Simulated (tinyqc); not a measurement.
RHF in the sto-3g basis, for H2O, spin multiplicity 1, step by step. One step of it, computed by the program tinyqc.

Question. Iteration 2: building the Fock matrix. J_ij = sum D_kl (ij|kl), K_ij = sum D_kl (ik|jl); F = H + J - 0.5 K; E = tr D H + tr D J / 2 - 0.25 tr D K + E_nn.

D after iteration 1:
```
            1O 1s      1O 2s    1O 2px     1O 2py     1O 2pz      2H 1s      3H 1s
1O 1s    2.126279  -0.550403  0.000000   0.000000  -0.020810   0.032965   0.032965
1O 2s   -0.550403   2.394254  0.000000   0.000000   0.117684  -0.139453  -0.139453
1O 2px   0.000000   0.000000  2.000000   0.000000   0.000000   0.000000   0.000000
1O 2py   0.000000   0.000000  0.000000   2.215569   0.000000  -0.168708   0.168708
1O 2pz  -0.020810   0.117684  0.000000   0.000000   2.050258  -0.060104  -0.060104
2H 1s    0.032965  -0.139453  0.000000  -0.168708  -0.060104   0.022357  -0.003337
3H 1s    0.032965  -0.139453  0.000000   0.168708  -0.060104  -0.003337   0.022357
```

core Hamiltonian H = T + V (hartree):
```
             1O 1s      1O 2s     1O 2px     1O 2py     1O 2pz      2H 1s      3H 1s
1O 1s   -32.798386  -7.631142   0.000000   0.000000  -0.019314  -2.032489  -2.032489
1O 2s    -7.631142  -9.403843   0.000000   0.000000  -0.221095  -4.152128  -4.152128
1O 2px    0.000000   0.000000  -7.513823   0.000000   0.000000   0.000000   0.000000
1O 2py    0.000000   0.000000   0.000000  -7.717666   0.000000  -2.315986   2.315986
1O 2pz   -0.019314  -0.221095   0.000000   0.000000  -7.599190  -1.570679  -1.570679
2H 1s    -2.032489  -4.152128   0.000000  -2.315986  -1.570679  -5.330011  -1.727023
3H 1s    -2.032489  -4.152128   0.000000   2.315986  -1.570679  -1.727023  -5.330011
```

Two-electron integrals (ij|kl) in chemists' order, unique and non-zero (hartree):
```
(11|11) 4.785065    (21|11) 0.741380    (21|21) 0.136873    (22|11) 1.118947
(22|21) 0.256633    (22|22) 0.817206    (31|31) 0.024477    (32|31) 0.037809
(32|32) 0.180518    (33|11) 1.115814    (33|21) 0.256684    (33|22) 0.817023
(33|33) 0.880159    (41|41) 0.024477    (42|41) 0.037809    (42|42) 0.180518
(43|43) 0.047444    (44|11) 1.115814    (44|21) 0.256684    (44|22) 0.817023
(44|33) 0.785270    (44|44) 0.880159    (51|51) 0.024477    (52|51) 0.037809
(52|52) 0.180518    (53|53) 0.047444    (54|54) 0.047444    (55|11) 1.115814
(55|21) 0.256684    (55|22) 0.817023    (55|33) 0.785270    (55|44) 0.785270
(55|55) 0.880159    (61|11) 0.199564    (61|21) 0.036493    (61|22) 0.067853
(61|33) 0.067728    (61|41) 0.001393    (61|42) 0.002593    (61|44) 0.067998
(61|51) 0.000901    (61|52) 0.001678    (61|54) 0.000175    (61|55) 0.067841
(61|61) 0.009853    (62|11) 0.448984    (62|21) 0.104105    (62|22) 0.362798
(62|33) 0.356965    (62|41) 0.006481    (62|42) 0.047916    (62|44) 0.369066
(62|51) 0.004194    (62|52) 0.031008    (62|54) 0.007831    (62|55) 0.362032
(62|61) 0.028213    (62|62) 0.193536    (63|31) 0.011327    (63|32) 0.064335
(63|43) 0.010148    (63|53) 0.006567    (63|63) 0.028789    (64|11) 0.257970
(64|21) 0.060637    (64|22) 0.225787    (64|33) 0.215369    (64|41) 0.014675
(64|42) 0.092935    (64|44) 0.243216    (64|51) 0.002167    (64|52) 0.018508
(64|54) 0.011454    (64|55) 0.218531    (64|61) 0.017216    (64|62) 0.146327
(64|64) 0.138288    (65|11) 0.166942    (65|21) 0.039241    (65|22) 0.146115
(65|33) 0.139373    (65|41) 0.002167    (65|42) 0.018508    (65|44) 0.144260
(65|51) 0.012729    (65|52) 0.076312    (65|54) 0.013310    (65|55) 0.154553
(65|61) 0.011141    (65|62) 0.094694    (65|64) 0.070861    (65|65) 0.074646
(66|11) 0.563048    (66|21) 0.132661    (66|22) 0.526305    (66|33) 0.504870
(66|41) 0.011454    (66|42) 0.113462    (66|44) 0.549761    (66|51) 0.007412
(66|52) 0.073425    (66|54) 0.029050    (66|55) 0.523670    (66|61) 0.036338
(66|62) 0.341340    (66|64) 0.295179    (66|65) 0.191021    (66|66) 0.774606
(71|11) 0.199564    (71|21) 0.036493    (71|22) 0.067853    (71|33) 0.067728
(71|41) -0.001393   (71|42) -0.002593   (71|44) 0.067998    (71|51) 0.000901
(71|52) 0.001678    (71|54) -0.000175   (71|55) 0.067841    (71|61) 0.009686
(71|62) 0.027248    (71|64) 0.015100    (71|65) 0.010764    (71|66) 0.034568
(71|71) 0.009853    (72|11) 0.448984    (72|21) 0.104105    (72|22) 0.362798
(72|33) 0.356965    (72|41) -0.006481   (72|42) -0.047916   (72|44) 0.369066
(72|51) 0.004194    (72|52) 0.031008    (72|54) -0.007831   (72|55) 0.362032
(72|61) 0.027248    (72|62) 0.157423    (72|64) 0.081637    (72|65) 0.074800
(72|66) 0.229524    (72|71) 0.028213    (72|72) 0.193536    (73|31) 0.011327
(73|32) 0.064335    (73|43) -0.010148   (73|53) 0.006567    (73|63) 0.022647
(73|73) 0.028789    (74|11) -0.257970   (74|21) -0.060637   (74|22) -0.225787
(74|33) -0.215369   (74|41) 0.014675    (74|42) 0.092935    (74|44) -0.243216
(74|51) -0.002167   (74|52) -0.018508   (74|54) 0.011454    (74|55) -0.218531
(74|61) -0.015100   (74|62) -0.081637   (74|64) -0.020076   (74|65) -0.037848
(74|66) -0.103768   (74|71) -0.017216   (74|72) -0.146327   (74|74) 0.138288
(75|11) 0.166942    (75|21) 0.039241    (75|22) 0.146115    (75|33) 0.139373
(75|41) -0.002167   (75|42) -0.018508   (75|44) 0.144260    (75|51) 0.012729
(75|52) 0.076312    (75|54) -0.013310   (75|55) 0.154553    (75|61) 0.010764
(75|62) 0.074800    (75|64) 0.037848    (75|65) 0.057643    (75|66) 0.119802
(75|71) 0.011141    (75|72) 0.094694    (75|74) -0.070861   (75|75) 0.074646
(76|11) 0.174586    (76|21) 0.040766    (76|22) 0.151759    (76|33) 0.148722
(76|44) 0.152074    (76|51) 0.002695    (76|52) 0.022793    (76|55) 0.154326
(76|61) 0.010907    (76|62) 0.078064    (76|64) 0.050779    (76|65) 0.042943
(76|66) 0.137213    (76|71) 0.010907    (76|72) 0.078064    (76|74) -0.050779
(76|75) 0.042943    (76|76) 0.037196    (77|11) 0.563048    (77|21) 0.132661
(77|22) 0.526305    (77|33) 0.504870    (77|41) -0.011454   (77|42) -0.113462
(77|44) 0.549761    (77|51) 0.007412    (77|52) 0.073425    (77|54) -0.029050
(77|55) 0.523670    (77|61) 0.034568    (77|62) 0.229524    (77|64) 0.103768
(77|65) 0.119802    (77|66) 0.345391    (77|71) 0.036338    (77|72) 0.341340
(77|74) -0.295179   (77|75) 0.191021    (77|76) 0.137213    (77|77) 0.774606
```

nuclear repulsion = 9.81735947 hartree

Give: Coulomb J; exchange K; Fock matrix F; total energy of this density.

Answer.

Coulomb J (hartree):
```
          1O 1s    1O 2s  1O 2px   1O 2py   1O 2pz   2H 1s    3H 1s
1O 1s   18.6145   3.5505  0.0000   0.0000   0.0015  0.9460   0.9460
1O 2s    3.5505   8.8142  0.0000   0.0000  -0.0039  3.8104   3.8104
1O 2px   0.0000   0.0000  8.8088   0.0000   0.0000  0.0000   0.0000
1O 2py   0.0000   0.0000  0.0000   8.8046   0.0000  2.3249  -2.3249
1O 2pz   0.0015  -0.0039  0.0000   0.0000   8.8058  1.5025   1.5025
2H 1s    0.9460   3.8104  0.0000   2.3249   1.5025  5.3273   1.5649
3H 1s    0.9460   3.8104  0.0000  -2.3249   1.5025  1.5649   5.3273
```

exchange K (hartree):
```
         1O 1s   1O 2s  1O 2px   1O 2py  1O 2pz   2H 1s    3H 1s
1O 1s   9.8445  1.7179  0.0000   0.0000  0.0005  0.4790   0.4790
1O 2s   1.7179  2.8754  0.0000   0.0000  0.0069  1.1890   1.1890
1O 2px  0.0000  0.0000  2.3637   0.0000  0.0000  0.0000   0.0000
1O 2py  0.0000  0.0000  0.0000   2.3744  0.0000  0.5859  -0.5859
1O 2pz  0.0005  0.0069  0.0000   0.0000  2.3631  0.3877   0.3877
2H 1s   0.4790  1.1890  0.0000   0.5859  0.3877  0.7849   0.4241
3H 1s   0.4790  1.1890  0.0000  -0.5859  0.3877  0.4241   0.7849
```

Fock matrix F (hartree):
```
           1O 1s    1O 2s  1O 2px   1O 2py   1O 2pz    2H 1s    3H 1s
1O 1s   -19.1062  -4.9395  0.0000   0.0000  -0.0181  -1.3260  -1.3260
1O 2s    -4.9395  -2.0273  0.0000   0.0000  -0.2284  -0.9362  -0.9362
1O 2px    0.0000   0.0000  0.1132   0.0000   0.0000   0.0000   0.0000
1O 2py    0.0000   0.0000  0.0000  -0.1003   0.0000  -0.2840   0.2840
1O 2pz   -0.0181  -0.2284  0.0000   0.0000   0.0251  -0.2620  -0.2620
2H 1s    -1.3260  -0.9362  0.0000  -0.2840  -0.2620  -0.3952  -0.3741
3H 1s    -1.3260  -0.9362  0.0000   0.2840  -0.2620  -0.3741  -0.3952
```

total energy of this density = -73.833547 hartree
